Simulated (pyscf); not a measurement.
Optimised with ωB97X-D3(BJ)/def2-SVP in PySCF.

Problem. PBE/def2-TZVP puts the barrier of Cl–GeH(Cl)–Cl (SMILES [Cl][GeH]([Cl])[Cl]) + H₂ (SMILES [H][H]) → Cl–Ge:–Cl (SMILES [Cl][Ge][Cl]) [singlet] + HCl (SMILES Cl) + H₂ (SMILES [H][H]) (multi-bond step; singlet surface; Cl–Ge, Ge–H, H–H broken, Cl–H, H–H formed) at 43.0 kcal/mol and the reaction energy at +22.0 kcal/mol, from the separated reactants. What do PBE0-D3(BJ)/def2-TZVP, M06-2X/def2-TZVP, ωB97M-D3(BJ)/def2-TZVP give on the same structures?

Solution. PBE0-D3(BJ): ΔE‡ = 50.7 kcal/mol, ΔE = +28.8 kcal/mol; M06-2X: ΔE‡ = 62.0 kcal/mol, ΔE = +31.1 kcal/mol; ωB97M-D3(BJ): ΔE‡ = 57.3 kcal/mol, ΔE = +25.0 kcal/mol. PBE's barrier lies under all of them, by 7.8 to 19.0 kcal/mol. Its reaction energy lies under all of them, by 3.0 to 9.2 kcal/mol. On the product side the descent ends in a complex (not fully relaxed), 7.2 kcal/mol under the separated species and 35.1 kcal/mol under the saddle at ωB97X-D3(BJ)/def2-TZVP. At ωB97X-D3(BJ)/def2-TZVP the barrier from the zero used here is 59.8 kcal/mol. This is the saddle that the search found; another between the same sides may lie lower. Elements up to Kr have no core potential and no relativistic terms here.
